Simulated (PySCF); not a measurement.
Give a GFN2-xTB geometry of `C=CC[CH-]C#N`. (Charge -1.)

```xyz
12
C5H6N angstrom
C     -1.9928    0.0660   -0.2604
C     -0.7825    0.5885   -0.0353
C      0.2421    0.0231    0.8850
C      1.1882   -0.6955   -0.0419
C      2.2291   -0.0499   -0.6191
N      3.2035    0.4492   -1.0438
H     -2.6278    0.3944   -1.0715
H     -2.3739   -0.7507    0.3355
H     -0.4290    1.3968   -0.6663
H     -0.2169   -0.6638    1.6094
H      0.7711    0.8121    1.4317
H      0.7900   -1.5711   -0.5491
```

Any rigid rotation of these coordinates is as good. Atoms count from 1 in this order. Of the pairs four or more bonds apart, C5···H9 is among the closest relative to their van der Waals radii: 3.03 Å, 104 % of the sum of Bondi's values. C4 (carbon bonded to 2 C and H) has angles 121.2°, 117.8° and 116.2°, sum 355.1°, 0.17 Å off the plane of its three neighbours. C2 (alkene CH carbon) is almost planar (angles 125.3°, 119.2° and 114.7°, sum 359.3°, 0.06 Å off the plane of its three neighbours). C1 (terminal =CH2 carbon) is planar (angles 122.6°, 121.4° and 115.9°, sum 359.9°, 0.02 Å off the plane of its three neighbours).

Bonds between heavy atoms (Å): C1=C2 1.337, C2–C3 1.489, C3–C4 1.507, C4–C5 1.354, C5≡N6 1.174.

Structure optimised with GFN2-xTB, isolated species.

Point group: C1 (no symmetry element, even within 0.4 Å). Stationary, but not proved a minimum. Torsions: C1–C2–C3–C4 100°, C2–C3–C4–C5 88°.

One conformer stands for the species.

These are computed values.
